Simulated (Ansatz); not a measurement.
Input file:

```yaml
crystal:
  periodic: [false, false, false]
  atoms:
    - {symbol: Si, position_ang: [0.000000, -0.105214, 0.000000]}
    - {symbol: H, position_ang: [0.000000, 1.465857, -1.604498]}
    - {symbol: H, position_ang: [0.000000, 1.465857, 1.604498]}
basis:
  gaussian: {orbitals: cc-pVDZ}
correlation: {active_space: {window: {electrons: 6, orbitals: 5}, fixed_orbitals: true}}
accuracy: high
output: {forces: true}
```

```sh
$ ansatz run in.yaml --threads 1 --pin off --events-out ev --progress --plain --max-ram 2393MiB
```

(1) Roughly how long does this take on 1 thread of Arm Neoverse V1, shared host, and how much host memory?

```
531 factors; integrals over basis functions are off by at most 4.0e-9 eV
mean field evaluation 1: about -7887.2023 eV, gradient 1.1e1 eV
mean field evaluation 2: about -7887.2038 eV, gradient 1.1e1 eV
mean field evaluation 4: about -7888.1397 eV, gradient 9.2e-1 eV
mean field evaluation 8: about -7888.1488 eV, gradient 1.5e-3 eV
mean field evaluation 16: about -7873.6675 eV, gradient 1.1e1 eV
mean field evaluation 32: about -7880.7068 eV, gradient 5.9e0 eV
mean field -7888.14884211 eV, -289.8841231682 hartree, gradient 2.3e-8 eV, S^2 0.000000; 3 other end points of the search recorded, 0 dependent functions left out
reference -7888.14884211 eV, -289.8841231682 hartree; 8, 8 occupied and 20, 20 virtual orbitals, 531 factors
state -7888.69915942 eV, -289.9043469565 hartree
the calculation of the forces begins
Total energy: -7888.69915942 eV, -289.9043469565 hartree
Atom 0 at     0.000000    -0.105214     0.000000 Å, force    -0.000000     4.195903     0.000000 eV/Å
Atom 1 at     0.000000     1.465857    -1.604498 Å, force    -0.000000    -2.097952     2.196634 eV/Å
Atom 2 at     0.000000     1.465857     1.604498 Å, force    -0.000000    -2.097952    -2.196634 eV/Å
Dipole moment:    -0.000000    -0.504901     0.000000 e Å
```

Natural occupations: 1.9944 1.9759 1.9556 0.0454 0.0288.

Forces (eV/Å):
```
Si   0.000  4.196  0.000
H    0.000 -2.098  2.197
H    0.000 -2.098 -2.197
```

Results:

(1) 0.39 s wall and 0.15 GiB.
